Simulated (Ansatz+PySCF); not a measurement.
singlet B2H6: levels of theory in one basis

```yaml
atoms:
  - { symbol: B, position_ang: [0.0000, 0.0000, 0.9513] }
  - { symbol: B, position_ang: [0.0000, 0.0000, -0.9513] }
  - { symbol: H, position_ang: [1.0728, 0.0000, 0.0000] }
  - { symbol: H, position_ang: [-1.0728, 0.0000, 0.0000] }
  - { symbol: H, position_ang: [0.0000, 1.1357, 1.5840] }
  - { symbol: H, position_ang: [0.0000, -1.1357, 1.5840] }
  - { symbol: H, position_ang: [0.0000, 1.1357, -1.5840] }
  - { symbol: H, position_ang: [0.0000, -1.1357, -1.5840] }
```

Basis set: def2-SVP (spherical functions). Frozen core: 2 orbitals. Charge 0, multiplicity 1.

Computed with Ansatz (development build ahead of 0.2.0); each method stands on the lowest determinant of its kind that the runs found.

| method | E − E(RHF) (eV) | <S²> of the determinant |
| --- | --- | --- |
| RHF | 0.00 | 0.00 |
| RHF-CCSD | -7.07 | – |
| RHF-CCSD(T) | -7.26 | – |

(1) What does RHF-MP2 give on the same scale?

(2) Is a single determinant a sound starting point here?

## Answers

(1) -5.90 eV.

(2) By this sign, yes. Unrestricted orbitals gain 0.00 eV and <S²> is 0.00 against 0.00 for a pure state.
